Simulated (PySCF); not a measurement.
Input of a run (PBE0-D3(BJ)/def2-SVP geometry optimisation, gas phase (PySCF 2.14.0)), started from GFN2-xTB:
```
{"job": {"xc": "PBE0", "basis": "def2-SVP", "d3": "d3bj", "grid": 1, "kind": "geom"}, "charge": 0, "multiplicity": 1}
O      2.386238     0.013240     0.237255
C      1.318876     0.278347    -0.237017
C      0.091584    -0.541326    -0.061289
C     -1.167868     0.144503     0.294189
O     -0.940322    -0.341982    -0.983851
H      1.150433     1.180469    -0.855271
H      0.241714    -1.560954     0.284728
H     -1.895801    -0.390064     0.893790
H     -1.171293     1.223760     0.402285
```

Output (energies in Eh, forces in Eh/bohr):
```
step   0  E = -266.61664437  max force = 0.013867
step   1  E = -266.61747195  max force = 0.001085
step   2  E = -266.61747967  max force = 0.000541
step   3  E = -266.61747919  max force = 0.001307
step   4  E = -266.61748289  max force = 0.000658
step   5  E = -266.61748500  max force = 0.000230
optimisation converged
```

Task: Summarise the run.

Result: The energy falls by 2.2 kJ/mol over 6 energy and gradient evaluations, the largest force component goes from 0.0139 to 2.3e-04 Eh/bohr, and the atoms move by 0.027 Å rms after alignment. The bond that changes most is C2–H6 (aldehyde carbon to formyl hydrogen), which lengthens by 0.016 Å. Bonds longer at the end by more than 0.005 Å: 6 of 9; shorter: 0. The energy never rose by more than 1e-6 Eh on the way. The first step brought 98 % of the lowering.

Task: What are the final bond lengths?

Result: O1=C2 1.200 Å, C2–C3 1.490 Å, C3–C4 1.473 Å, C4–O5 1.398 Å, C3–O5 1.413 Å, C2–H6 1.122 Å, C3–H7 1.098 Å, C4–H8 1.097 Å, C4–H9 1.099 Å. Numbering counts from 1 in the input's order; the species is glycidaldehyde, `O=C[C@H]1CO1`.

The run used 90 basis functions and 39 SCF cycles in all.

No PBE0-D3(BJ)/def2-SVP frequencies stand behind this structure, so it isn't proved a minimum. One conformer, not necessarily the lowest.

Conformer computed: `[O:1]=[CH:2][C@H:3]1[CH2:4][O:5]1`: O1–C2–C3–C4 137°.
